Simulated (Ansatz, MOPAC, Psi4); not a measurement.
Process, species as SMILES: C1CCC1 + 4 C (CH4) -> 4 CC (C2H6) [ethane]

Wanted: bond separation energy (enthalpy at 298 K), in kcal/mol. Terms: non-relativistic; no spin-orbit coupling; dispersion terms only where a functional's name holds one; 6-31G* and kin with 6d, 5d where marked. Ab initio and DFT rows: single points at B3LYP-D3(BJ) geometries (Ansatz, an electronic-structure program), with unscaled harmonic terms from B3LYP/6-31G* (Ansatz) at its own minima. Semi-empirical rows: MOPAC heats of formation at their own minima for 298 K.

```csv
species,coefficient,"E at wB97X-D/6-31G* (Psi4), Eh","E at PBE/def2-TZVPD (Ansatz), Eh","H(298 K) - E, kcal/mol","heat of formation at MNDO (MOPAC), kcal/mol"
C1CCC1,-1,-157.16572,-157.04020,73.07,-11.95
C (CH4),-4,-40.50183,-40.46301,30.76,-11.96
CC (C2H6),+4,-79.80199,-79.73096,49.98,-19.75
```

Measured values: Active Thermochemical Tables 1.112 (ions: stationary electron), as tabulated in the package chemicals; G2/97 table in ASE (Curtiss et al.); they hold spin-orbit and core effects, anharmonicity.  Value to compare with, the measured value: -15.6 kcal/mol. 1 Eh = 627.5095 kcal/mol.

Question: Compute it at each level from the table, and compare with the measured value.

Answer: 
- wB97X-D/6-31G*: the sum of coefficient times E is -0.03492 Eh, or -21.91 kcal/mol; the thermal terms add 3.81. Result: -18.1 kcal/mol. Its error against the measured value is -2.5 kcal/mol.
- PBE/def2-TZVPD: the sum of coefficient times E is -0.03160 Eh, or -19.83 kcal/mol; the thermal terms add 3.81. Result: -16.0 kcal/mol. Its error against the measured value is -0.4 kcal/mol.
- MNDO: the sum of coefficient times heat of formation is -19.21 kcal/mol; it needs no thermal term. Its error against the measured value is -3.6 kcal/mol.
